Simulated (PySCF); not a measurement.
Spin–spin coupling constants

Cartesian coordinates in Å; atom numbers follow the order of the lines, from 1:
```xyz
10

C    -1.164   -0.172    0.483
C     0.198    0.123   -0.075
C     0.679    1.469   -0.019
N     1.031    2.572    0.038
C     0.975   -0.826   -0.619
F     2.172   -0.574   -1.107
H    -1.206    0.066    1.557
H    -1.932    0.434   -0.021
H    -1.417   -1.233    0.353
H     0.679   -1.876   -0.701
```

Indirect spin–spin couplings were computed at B3LYP/pcJ-1 (spin–dipole term only in couplings to heteroatoms) (PySCF 2.14) on a PBE0-D3(BJ)/def2-SVP structure, for the isolated molecule, without vibrational or relativistic corrections. Couplings are averaged over pairs made equivalent by symmetry, fast rotation or ring inversion, so a value needn't be that of the named pair in this geometry, while other rotamers aren't included; one pair stands for each set, and the list holds those of at least 1.5 Hz over up to four bonds. One-bond C–F couplings come out tens of Hz too large with common functionals.

Isotopes: $^{13}$C, $^{19}$F, $^{1}$H, $^{15}$N.

```csv
pair,bonds,J (Hz)
"C1, C2",1,50.8
"C1, H7",1,?
"C2, C3",1,89.6
"C2, C5",1,?
"C3, N4",1,-19.6
"C5, F6",1,-364.4
"C5, H10",1,?
"C1, C3",2,2.2
"C1, C5",2,?
"C2, N4",2,4.0
"C2, F6",2,4.5
"C2, H7",2,-6.5
"C2, H10",2,17.2
"C3, C5",2,-2.7
"F6, H10",2,84.1
"H7, H8",2,-16.0
"C1, H10",3,3.5
"C3, H7",3,?
"C3, H10",3,?
"C5, H7",3,8.9
"N4, F6",4,-8.3
"F6, H7",4,?
"H7, H10",4,-2.3
```

Q: Estimate the withheld couplings, with signs.

A: 
- $^{1}J$(C1,H7) = 138.1 Hz (bond length 1.101 Å, sp3 carbon)
- $^{1}J$(C2,C5) = 93.9 Hz (bond length 1.341 Å)
- $^{1}J$(C5,H10) = 209.9 Hz (bond length 1.094 Å, sp2 carbon)
- $^{2}J$(C1,C5) = 7.4 Hz (angle at C2 122°)
- $^{3}J$(C3,H7) = 6.2 Hz (mean over equivalent pairs that range from 3.5 to 11.4 Hz in this conformer)
- $^{3}J$(C3,H10) = 10.5 Hz (dihedral angle 180°)
- $^{4}J$(F6,H7) = 5.4 Hz (mean over equivalent pairs that range from -2.4 to 9.3 Hz in this conformer)
